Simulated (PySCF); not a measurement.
J couplings in C$_{5}$H$_{7}$N

Geometry:
```csv
atom,x (Å),y (Å),z (Å)
C1,2.167,0.224,-0.497
N2,1.258,-0.634,-0.276
C3,0.038,-0.222,0.236
C4,-1.044,-1.107,0.769
C5,-1.306,-0.236,-0.404
C6,-0.742,1.050,0.113
H7,2.054,1.302,-0.278
H8,3.120,-0.107,-0.931
H9,-1.498,-0.866,1.742
H10,-0.911,-2.175,0.570
H11,-1.562,-0.512,-1.426
H12,-0.390,1.764,-0.642
H13,-1.184,1.519,1.005
```

Method: B3LYP/pcJ-1 (spin–dipole term only in couplings to heteroatoms)//PBE0-D3(BJ)/def2-SVP, PySCF; isolated molecule, single conformer, non-relativistic. Couplings are averaged over pairs made equivalent by symmetry, fast rotation or ring inversion, so a value needn't be that of the named pair in this geometry, while other rotamers aren't included; one pair stands for each set, and the list holds a selection of those of at least 1.5 Hz over up to four bonds.

Isotopes: $^{13}$C, $^{1}$H, $^{15}$N.

```
    pair  bonds  J (Hz)
  C1, N2      1       ?
  C1, H7      1   164.6
  C1, H8      1   192.0
  N2, C3      1       ?
  C3, C4      1    26.6
  C3, C5      1       ?
  C4, C5      1    25.1
  C4, H9      1   179.5
 C4, H10      1       ?
 C5, H11      1   215.5
  C1, C3      2       ?
  N2, C4      2       ?
  N2, H7      2       ?
  N2, H8      2   -12.6
 C3, H11      2    -2.6
  C4, C6      2     5.1
 C4, H11      2     6.1
 C5, H10      2    -3.0
  H7, H8      2    18.6
  C1, C4      3     3.9
 N2, H11      3    -2.1
  C3, H7      3    15.1
  C3, H8      3       ?
 C4, H12      3    15.3
H10, H11      3     3.9
H10, H12      4     5.9
```

**Question.** Estimate the withheld couplings, with signs.

**Answer.** 
- $^{1}J$(C1,N2) = -7.6 Hz (bond length 1.269 Å)
- $^{1}J$(N2,C3) = 1.6 Hz (bond length 1.386 Å)
- $^{1}J$(C3,C5) = -14.7 Hz (bond length 1.489 Å)
- $^{1}J$(C4,H10) = 160.0 Hz (bond length 1.095 Å, sp3 carbon)
- $^{2}J$(C1,C3) = -2.9 Hz (angle at N2 120°)
- $^{2}J$(N2,C4) = -1.7 Hz (mean over equivalent pairs that range from -5.4 to 2.1 Hz in this conformer)
- $^{2}J$(N2,H7) = 3.9 Hz (angle at C1 123°)
- $^{3}J$(C3,H8) = 23.6 Hz (dihedral angle 178°)
